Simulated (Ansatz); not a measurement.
A made-up structure of AlSiNH2, singlet:

```xyz
5
angstrom
N 1.0834 -0.8424 -0.6189
Si 0.1922 -0.8934 1.1070
Al -0.1359 0.6317 -0.7825
H -1.2753 0.2476 -1.7978
H 0.8170 1.8828 -0.8413
```

It is relaxed with PBE-D4/def2-SVP and then PBE0-D4/def2-TZVP (Ansatz 0.2.0). Atoms count as bonded within 1.22 times the sum of their covalent radii (H–H: 0.88 Å). The end point is not checked to be a true minimum.

**Question.** Does its bonding change? (A judgement: the text doesn't fix the answer.)

**Answer.** Computed: Yes. Formed: none; broken: Si2–Al3.

Where it ends: The first stage lowers the energy by 3.06 eV in 11 steps. It ends as AlSiNH₂ ([AlH2][N][Si]):
N1  (0.406, -0.540, 0.122)
Si2  (0.803, -1.637, 1.167)
Al3  (-0.045, 0.705, -1.063)
H4  (-1.256, 0.436, -2.048)
H5  (0.773, 2.061, -1.112)
(Å)

Labels in which every atom is bracketed show which atoms are joined, not bond orders.

For scale, one of the runs: PBE0-D4/def2-TZVP relaxation, 117 basis functions, launched by `ansatz run in.yaml --threads 2 --pin off --events-out ev --progress --plain --max-ram 4352MiB`. Hardware: 2 CPU threads of an Arm Neoverse V2, shared host. Wall time about 6.5 s.
